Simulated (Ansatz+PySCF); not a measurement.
# singlet CHO(+): levels of theory in one basis

```yaml
atoms:
  - { symbol: H, position_ang: [-0.0401, -0.0069, -1.5971] }
  - { symbol: C, position_ang: [-0.0324, -0.0041, -0.5528] }
  - { symbol: O, position_ang: [-0.0338, -0.0322, 0.6073] }
```

Basis set: def2-SVP (spherical functions). Frozen core: 2 orbitals. Charge 1, multiplicity 1.

Computed with Ansatz (development build ahead of 0.2.0); each method stands on the lowest determinant of its kind that the runs found. NEVPT2 correlates all electrons. Active spaces start from the frontier orbitals, and the lowest solution found is given.

```csv
method,E − E(RHF) (eV),<S²> of the determinant
RHF,0.00,0.00
RHF-MP2,-8.54,–
RHF-CCSD,-8.56,–
"CASSCF(10,9)",-4.84,–
"SC-NEVPT2(10,9)",-8.22,–
```

Problem. What does RHF-CCSD(T) give on the same scale?

Solution. -8.92 eV.

Problem. Is a single determinant a sound starting point here?

Solution. By this sign, yes. Unrestricted orbitals gain 0.00 eV and <S²> is 0.00 against 0.00 for a pure state. The CASSCF(10,9) natural occupations are 2.00, 1.99, 1.98, 1.94, 1.94, 0.06, 0.06, 0.03, 0.01.

Caution for CASSCF(10,9), SC-NEVPT2(10,9): other starts end on other solutions of this active space.
